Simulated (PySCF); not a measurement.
Delta-SCF ions had no search for a lower state. Excitations are Tamm–Dancoff values on a coarser integration grid. The basis has no diffuse functions, so Rydberg states are missing or too high.

## CH₂O, SMILES `C=O` (charge 0, multiplicity 1)

Computed with PySCF 2.14.0 with r2SCAN-D4/def2-TZVP.

```yaml
HOMO: -6.51 eV
dipole_moment: 2.25 D
LUMO: -2.26 eV
HOMO–LUMO gap: 4.25 eV
S1 excitation (TDA): 4.36 eV
S1 oscillator strength: 0.000
brightest of the four lowest singlets (TDA): 8.22 eV
T1 excitation (TDA): 3.55 eV
S1–T1 gap (TDA): 0.81 eV
vertical ionisation energy (Delta-SCF): 10.66 eV
adiabatic ionisation energy (no zero-point term): 10.64 eV
hole reorganisation energy (four-point): 0.041 eV
total_energy: -114.4858 Ha
cost: roughly 50 core-seconds
```

```xyz
4

C     -0.0047     0.0009     0.0000
O      1.1753    -0.2140    -0.0028
H     -0.7539    -0.8199     0.0028
H     -0.4166     1.0330     0.0000
```
Charge 0, spin multiplicity 1.
